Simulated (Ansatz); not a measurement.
**B2H3Cl: ionisation energy by level of theory**

One table from this session's results is given with a row withheld; the runs are named, their logs left out.

The runs use Ansatz 0.2.0, Gaussian basis; unrestricted cation, the program's frozen cores in correlated methods.

The runs, in order: UKS PBE-D4/def2-TZVPP; UKS r2SCAN-D4/def2-TZVPP; UKS PBE0-D4/def2-TZVPP; UKS B3LYP-D4/def2-TZVPP; UKS wB97X-V/def2-TZVPP; UKS wB97M-V/def2-TZVPP; UKS B2PLYP/def2-TZVPP; UHF-CCSD(T)/def2-TZVPP; UHF-MP2/def2-QZVPP; extrapolation to the limit; then −ε(HOMO) from the neutral's earlier runs with LDA (SPW92), PBE-D4, revPBE-D4, BLYP-D4, r2SCAN-D4, B97M-V, PBE0-D4, B3LYP-D4, r2SCANh-D4, r2SCAN0-D4, HSE06-D4, BHLYP-D4, CAM-B3LYP-D4, LC-ωPBE, ωB97X-V, ωB97M-V.

1 further run of the same task is left out (it didn't finish).

## The relaxed structure

The geometry comes from an earlier relaxation with PBE0-D4 in a triple-zeta def2 set; it is a stationary point.

SMILES `BBCl`, 6 atoms, charge 0, spin multiplicity 1.

Atoms are counted from 1 here; the program's logs count them from 0.

Bond lengths: B1–B2 1.654 Å, B1–H4 1.198 Å, B1–H5 1.198 Å, B2–Cl3 1.753 Å, B2–H6 1.196 Å. Angles: B2–B1–H4 121.7°, B2–B1–H5 121.6°, H4–B1–H5 116.7°, B1–B2–Cl3 117.9°, B1–B2–H6 126.1°, Cl3–B2–H6 116.1°.

The first run:

in.yaml reads:

```yaml
crystal:
  periodic: [false, false, false]
  atoms:
    - {symbol: B, position_ang: [-0.293967, 0.024628, -0.830417]}
    - {symbol: B, position_ang: [0.390789, -0.174245, 0.661772]}
    - {symbol: Cl, position_ang: [-0.208209, 0.817989, 1.976811]}
    - {symbol: H, position_ang: [0.135724, 0.817858, -1.619109]}
    - {symbol: H, position_ang: [-1.250426, -0.610958, -1.172709]}
    - {symbol: H, position_ang: [1.268089, -0.939371, 0.937552]}
basis:
  gaussian: {orbitals: def2-TZVPP}
total_charge: 1
magnetization: {spin_polarized: true, initial_magnetization: 1}
hamiltonian: {xc: pbe, dispersion: d4}
```

On the command line:

```bash
$ ansatz run in.yaml --threads 2 --pin off --events-out ev --progress --plain --max-ram 4352MiB
```

Among the steps run: Cation, UKS PBE-D4/def2-TZVPP; Cation, UKS r2SCAN-D4/def2-TZVPP; Cation, UKS PBE0-D4/def2-TZVPP; Cation, UKS B3LYP-D4/def2-TZVPP; Cation, UKS wB97X-V/def2-TZVPP; Cation, UKS wB97M-V/def2-TZVPP; Cation, UKS B2PLYP (frozen core)/def2-TZVPP; Cation, UHF-CCSD(T)/def2-TZVPP; Cation, UHF-MP2/def2-QZVPP.

One of the session's tables, all rows but one given; the rest of the session is left out.

Orbital estimates, from the neutral's runs:

```
  functional  −ε(HOMO) (eV)
 LDA (SPW92)           6.85
      PBE-D4           6.77
   revPBE-D4           6.74
     BLYP-D4           6.67
   r2SCAN-D4           7.05
      B97M-V           7.15
     PBE0-D4           8.10
    B3LYP-D4              ?
  r2SCANh-D4           7.54
  r2SCAN0-D4           8.28
    HSE06-D4           7.70
    BHLYP-D4           9.36
CAM-B3LYP-D4           9.51
     LC-ωPBE          10.88
     ωB97X-V          10.52
     ωB97M-V          10.35
```

Estimate the missing values for B3LYP-D4.

Worked estimate for «−ε(HOMO) (eV)». Against the share of exact exchange, BLYP-D4 (0, 6.67), BHLYP-D4 (0.5, 9.36) give a slope of 5.38 per unit share; at 0.2 the line stands at 7.75.

As computed: −ε(HOMO) (eV): 7.90. In «−ε(HOMO) (eV)» the line misses by -0.15.
